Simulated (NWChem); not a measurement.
# MgCl2 (SMILES [Cl][Mg][Cl]) at 5 levels

Aim: a comparison of 5 runs (BHLYP/cc-pVTZ, B2PLYP/cc-pVTZ, CAM-B3LYP/cc-pVTZ, M06-2X/cc-pVTZ, wB97X/cc-pVTZ) of MgCl2. 

The calculation is run with NWChem 7.3.0.

### 1 The system as given

MgCl2 has 3 atoms, charge 0, and is taken as a singlet. As SMILES, `[Cl][Mg][Cl]`. Geometry: relaxed at PBE0-D4/def2-TZVP.

Bond lengths: Cl1–Mg2 2.169 Å, Mg2–Cl3 2.169 Å. Angles: Cl1–Mg2–Cl3 179.9°.

### 2 Energy and forces at BHLYP/cc-pVTZ (run 1)

sp.xyz

```xyz
3
Cl2Mg gradient
Cl     0.464200     2.042800     0.469200
Mg    -0.005100    -0.021200    -0.004700
Cl    -0.470100    -2.086400    -0.477600
```

run.py

```python
from ase.io import read
from ase.calculators.nwchem import NWChem

mol = read('sp.xyz')

calc = NWChem(
    label='sp',
    theory='dft',
    memory='2200 mb',
    basis='cc-pVTZ',
    basispar='spherical bse',
    dft={'xc': 'bhlyp', 'mult': '1', 'grid': 'fine', 'convergence': 'energy 1e-08', 'iterations': '100', 'mulliken': None, 'print': 'low'},
)
mol.calc = calc

forces = mol.get_forces()
print(f"energy = {mol.get_potential_energy():.6f} eV")
print("forces (eV/A):")
for s, f in zip(mol.symbols, forces):
    print(f"{s:2s} {f[0]:10.5f} {f[1]:10.5f} {f[2]:10.5f}")
```

The run is started by

```bash
$ export ASE_NWCHEM_COMMAND="nwchem PREFIX.nwi > PREFIX.nwo"
$ python run.py
```

Output:

```text
energy = -30495.494014 eV
forces (eV/A):
Cl   -0.00884   -0.03476   -0.00823
Mg    0.00185   -0.00046    0.00041
Cl    0.00699    0.03528    0.00782
```

The calculator wrote sp.nwi:

```
title "sp"

permanent_dir sp

scratch_dir sp

start sp

geometry units angstrom nocenter noautosym noautoz
  Cl 4.6420000000000000e-01 2.0428000000000002e+00 4.6920000000000001e-01
  Mg -5.1000000000000004e-03 -2.1200000000000000e-02 -4.7000000000000002e-03
  Cl -4.7010000000000002e-01 -2.0863999999999998e+00 -4.7760000000000002e-01
end

memory 2200 mb

basis spherical bse noprint
   * library cc-pVTZ
end

dft
  xc bhlyp
  mult 1
  grid fine
  convergence energy 1e-08
  iterations 100
  mulliken
  print low
end

task dft gradient
```

sp.nwo:

```text
Northwest Computational Chemistry Package (NWChem) 7.3.0
             --------------------------------------------------------

           Job information
           ---------------

    nwchem branch   = 7.3.0
    use scalapack   = T
    input           = sp.nwi
    prefix          = sp.
    data base       = sp/sp.db
    status          = startup
    nproc           =        1

           Memory information
           ------------------

    heap     =     72089596 doubles =      550.0 Mbytes
    stack    =     72089601 doubles =      550.0 Mbytes
    global   =    144179200 doubles =     1100.0 Mbytes (distinct from heap & stack)
    total    =    288358397 doubles =     2200.0 Mbytes
    verify   = yes
    hardfail = no

           Directory information
           ---------------------

  0 permanent = sp
  0 scratch   = sp

                                NWChem Input Module
                                -------------------

                                        sp
                                        --

[... 22 lines left out ...]
            Nuclear Dipole moment (a.u.)
[... 57 lines left out ...]
   convergence    iter        energy       DeltaE   RMS-Dens  Diis-err    time
[... 7 lines left out ...]
         Total DFT energy =    -1120.688743543363
      One electron energy =    -1820.319874557928
           Coulomb energy =      637.980478417956
    Exchange-Corr. energy =      -73.139329427481
 Nuclear repulsion energy =      134.789982024089
[... 15 lines left out ...]
     -------------------------------------------
      Total Density - Lowdin Population Analysis
     -------------------------------------------

    Atom       Charge   Shell Charges
 -----------   ------   -------------------------------------------------------
    1 Cl  17    16.85   1.98  1.34  0.66  1.04  0.60  5.05  1.70  2.77  1.70  0.00  0.02  0.00
    2 Mg  12    12.29   1.99  1.53  0.37  0.45  0.11  5.04  1.05  0.59  0.19  0.15  0.52  0.29
    3 Cl  17    16.85   1.98  1.34  0.66  1.04  0.60  5.05  1.70  2.77  1.70  0.00  0.02  0.00

                         DFT ENERGY GRADIENTS

    atom               coordinates                        gradient
                 x          y          z           x          y          z
   1 Cl      0.877211   3.860332   0.886659    0.000172   0.000676   0.000160
   2 Mg     -0.009638  -0.040062  -0.008882   -0.000036   0.000009  -0.000008
   3 Cl     -0.888360  -3.942724  -0.902533   -0.000136  -0.000686  -0.000152

 Task  times  cpu:       70.3s     wall:       70.3s
 Total times  cpu:       70.3s     wall:       70.3s
```

Run time: 71 s. Hardware: 1 thread of AMD EPYC 9R14 (Zen 4), shared host; peak memory 0.13 GiB.

### 3 A single-point energy at B2PLYP/cc-pVTZ (run 2)

cl2mg.nw

```
start cl2mg
title "Cl2Mg energy"
memory total 2200 mb
charge 0
geometry units bohr noautosym nocenter noautoz
  Cl   0.87721087   3.86033253   0.88665950
  Mg  -0.00963760  -0.04006219  -0.00888171
  Cl  -0.88836025  -3.94272459  -0.90253320
end
basis spherical bse
  * library cc-pVTZ
end
dft
  xc hfexch 0.53 becke88 0.47 lyp 0.73 mp2 0.27
  dftmp2 semidirect
  mult 1
  grid fine
  convergence energy 1e-08
  iterations 100
  mulliken
  print low
end
mp2
  freeze core 11
end
task dft
```

The run is started by

```bash
$ nwchem cl2mg.nw > cl2mg.out
```

Output:

```text
[...]
 d= 0,ls=0.0,diis     1  -1120.1395772892 -1.25D+03  5.40D-03  3.32D-01     7.6
[...]
 d= 0,ls=0.0,diis     8  -1120.1800813042 -4.27D-10  7.37D-08  3.66D-11    43.2
         Total DFT energy =    -1120.180081304184
      One electron energy =    -1820.199693634067
           Coulomb energy =      637.856240375743
    Exchange-Corr. energy =      -72.626600244251
 Nuclear repulsion energy =      134.789972198391
[...]
      Total Density - Mulliken Population Analysis
     ---------------------------------------------
    Atom       Charge   Shell Charges
 -----------   ------   -------------------------------------------------------
    1 Cl  17    17.37   2.00  1.85  0.22  1.17  0.68  5.81  1.13  2.85  1.64  0.00  0.01  0.00
    2 Mg  12    11.25   2.00  1.94  0.25  0.28 -0.03  6.02  0.23  0.24  0.04  0.10  0.13  0.06
    3 Cl  17    17.37   2.00  1.85  0.22  1.17  0.68  5.81  1.13  2.85  1.64  0.00  0.01  0.00
[...]
  Basis functions       =    102
[...]
```

Run time: 56 s. Hardware: 1 thread of AMD EPYC 9R14 (Zen 4), shared host; peak memory 0.3 GiB.

Runs 3 to 4 aren't shown in full; the table further down has their settings and results.

### 4 Energy and gradient at wB97X/cc-pVTZ (run 5)

run.py

```python
from ase import Atoms
from ase.calculators.nwchem import NWChem

system = Atoms(['Cl', 'Mg', 'Cl'], positions=[
    [0.464200, 2.042800, 0.469200],
    [-0.005100, -0.021200, -0.004700],
    [-0.470100, -2.086400, -0.477600],
])

calc = NWChem(
    label='struct',
    theory='dft',
    memory='2200 mb',
    basis='cc-pVTZ',
    basispar='spherical bse',
    dft={'xc': 'wb97x', 'mult': '1', 'grid': 'fine', 'convergence': 'energy 1e-08', 'iterations': '100', 'mulliken': None},
)
system.calc = calc

forces = system.get_forces()
e = system.get_potential_energy()
print(f"E = {e:.6f} eV")
print("forces (eV/A):")
for s, f in zip(system.symbols, forces):
    print(f"{s:2s} {f[0]:10.5f} {f[1]:10.5f} {f[2]:10.5f}")
print("dipole (e A):", system.get_dipole_moment().round(4))
```

The run is started by

```bash
$ export ASE_NWCHEM_COMMAND="nwchem PREFIX.nwi > PREFIX.nwo"
$ python run.py
```

Output:

```text
E = -30495.049777 eV
forces (eV/A):
Cl    0.01044    0.04973    0.01116
Mg    0.00154   -0.00041    0.00036
Cl   -0.01198   -0.04937   -0.01152
dipole (e A): [-0.0023  0.0007 -0.0005]
```

The calculator wrote struct.nwi:

```
title "struct"

permanent_dir struct

scratch_dir struct

start struct

geometry units angstrom nocenter noautosym noautoz
  Cl 4.6420000000000000e-01 2.0428000000000002e+00 4.6920000000000001e-01
  Mg -5.1000000000000004e-03 -2.1200000000000000e-02 -4.7000000000000002e-03
  Cl -4.7010000000000002e-01 -2.0863999999999998e+00 -4.7760000000000002e-01
end

memory 2200 mb

basis spherical bse noprint
   * library cc-pVTZ
end

dft
  xc wb97x
  mult 1
  grid fine
  convergence energy 1e-08
  iterations 100
  mulliken
end

task dft gradient
```

struct.nwo, cut to the lines that bear on the results:

```text
[...]
         Total DFT energy =    -1120.672418148700
[...]
  wavefunction    = closed shell
[...]
                         DFT ENERGY GRADIENTS
    atom               coordinates                        gradient
                 x          y          z           x          y          z
   1 Cl      0.877211   3.860332   0.886659   -0.000203  -0.000967  -0.000217
   2 Mg     -0.009638  -0.040062  -0.008882   -0.000030   0.000008  -0.000007
   3 Cl     -0.888360  -3.942724  -0.902533    0.000233   0.000960   0.000224
[...]
```

Wall time 2.1 min (1 thread of AMD EPYC 9R14 (Zen 4), shared host); peak memory 0.16 GiB.

### 5 Overview of the runs

| run | level | task | frozen core orbitals | energy (Eh) | largest force (eV/Å) | wall time |
| --- | --- | --- | --- | --- | --- | --- |
| 1 | BHLYP/cc-pVTZ | gradient | – | -1120.688744 | 0.037 | 71 s |
| 2 | B2PLYP/cc-pVTZ | energy | 11 | -1120.319943 | – | 56 s |
| 3 | CAM-B3LYP/cc-pVTZ | gradient | – | -1120.711367 | 0.032 | 2.1 min |
| 4 | M06-2X/cc-pVTZ | gradient | – | -1120.633948 | 0.032 | 74 s |
| 5 | wB97X/cc-pVTZ | gradient | – | -1120.672418 | 0.052 | 2.1 min |

### 6 Outcome

| quantity | value |
| --- | --- |
| run 5: total energy | -1120.67242 Eh |
| run 5: dipole moment | 0.01 D |
| run 5: HOMO energy | -11.44 eV |
| run 5: LUMO energy | 0.02 eV |
| run 5: HOMO–LUMO gap | 11.45 eV |
| run 5: largest force on an atom | 0.052 eV/Å |

**Reading.** Over runs 3, 4, 5 the HOMO–LUMO gap runs from 9.03 eV (M06-2X/cc-pVTZ) to 11.45 eV (wB97X/cc-pVTZ). Totals of different functionals can't be ranked against each other. All runs together took 7.6 min, the longest 2.1 min.
